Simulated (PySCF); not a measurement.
## Spin-rotation constants: SMILES CC1(C)C=CC1, C6H10

Molfile (atoms numbered from 1):
```
C6H10
     RDKit          3D

 16 16  0  0  0  0  0  0  0  0999 V2000
   -0.9675   -1.0444    0.7890 C   0  0  0  0  0  0  0  0  0  0  0  0
   -0.1710    0.0357    0.0700 C   0  0  0  0  0  0  0  0  0  0  0  0
   -1.0878    1.0980   -0.5201 C   0  0  0  0  0  0  0  0  0  0  0  0
    1.0065    0.5783    0.8528 C   0  0  0  0  0  0  0  0  0  0  0  0
    1.9122    0.1072    0.0041 C   0  0  0  0  0  0  0  0  0  0  0  0
    0.9026   -0.5117   -0.9220 C   0  0  0  0  0  0  0  0  0  0  0  0
   -1.5527   -0.6091    1.5967 H   0  0  0  0  0  0  0  0  0  0  0  0
   -0.2978   -1.7894    1.2132 H   0  0  0  0  0  0  0  0  0  0  0  0
   -1.6475   -1.5384    0.0973 H   0  0  0  0  0  0  0  0  0  0  0  0
   -0.5036    1.8656   -1.0230 H   0  0  0  0  0  0  0  0  0  0  0  0
   -1.7716    0.6511   -1.2397 H   0  0  0  0  0  0  0  0  0  0  0  0
   -1.6738    1.5715    0.2653 H   0  0  0  0  0  0  0  0  0  0  0  0
    1.0517    1.1390    1.7689 H   0  0  0  0  0  0  0  0  0  0  0  0
    2.9861    0.1354   -0.0427 H   0  0  0  0  0  0  0  0  0  0  0  0
    0.9439   -1.5971   -0.9991 H   0  0  0  0  0  0  0  0  0  0  0  0
    0.8628   -0.0830   -1.9221 H   0  0  0  0  0  0  0  0  0  0  0  0
  1  2  1  0
  2  3  1  0
  2  4  1  0
  4  5  2  0
  5  6  1  0
  6  2  1  0
  1  7  1  0
  1  8  1  0
  1  9  1  0
  3 10  1  0
  3 11  1  0
  3 12  1  0
  4 13  1  0
  5 14  1  0
  6 15  1  0
  6 16  1  0
M  END
```

Level of theory: GIAO PBE0/pcSseg-1 magnetisability, rotational g tensor and spin-rotation constants, non-relativistic, gas phase in PySCF 2.14.0. Geometry: GFN2-xTB.

(1) Give the nuclear spin-rotation constants along the inertial axes (H = +C I·J) beside the isotropic shieldings.

(2) How do the rotational constants and the g tensor change when H7, H8, H9, H10, H11, H12, H13, H14, H15, H16 are replaced by deuterium?

Results:

(1) Rotational constants 5.3199, 3.3468, 3.0302 GHz. A star marks the isotopologue with that one atom substituted, in its own axes.
| atom | isotope | Caa (kHz) | Cbb (kHz) | Ccc (kHz) | mean (kHz) | σ (ppm) |
| --- | --- | --- | --- | --- | --- | --- |
| H7 | 1H | -0.325 | -0.379 | -0.064 | -0.256 | 30.5 |
| H8 | 1H | -0.339 | -0.041 | -0.363 | -0.248 | 30.5 |
| H9 | 1H | -0.328 | -0.377 | -0.059 | -0.255 | 30.4 |
| H10 | 1H | -0.342 | -0.039 | -0.363 | -0.248 | 30.5 |
| H11 | 1H | -0.327 | -0.377 | -0.060 | -0.255 | 30.4 |
| H12 | 1H | -0.326 | -0.379 | -0.063 | -0.256 | 30.5 |
| H13 | 1H | -0.533 | -0.398 | 0.344 | -0.196 | 25.2 |
| H14 | 1H | 0.559 | -0.386 | -0.299 | -0.042 | 25.4 |
| H15 | 1H | -0.601 | -0.053 | -0.148 | -0.267 | 29.5 |
| H16 | 1H | -0.601 | -0.051 | -0.150 | -0.267 | 29.5 |
| C1 | 13C* | 0.830 | 0.457 | 0.538 | 0.608 | 158.3 |
| C2 | 13C* | 1.109 | 0.601 | 0.502 | 0.737 | 141.1 |
| C4 | 13C* | 2.209 | 0.540 | 1.452 | 1.401 | 30.6 |
| C5 | 13C* | 2.363 | 0.454 | 1.231 | 1.349 | 45.3 |
| C6 | 13C* | 0.886 | 0.539 | 0.669 | 0.698 | 141.7 |

For the geometry as given, no vibrational averaging.

(2) Constants 4.0175, 2.6783, 2.4228 GHz; g -0.0178, -0.0034, -0.0138, against -0.0235, -0.0043, -0.0173 before.
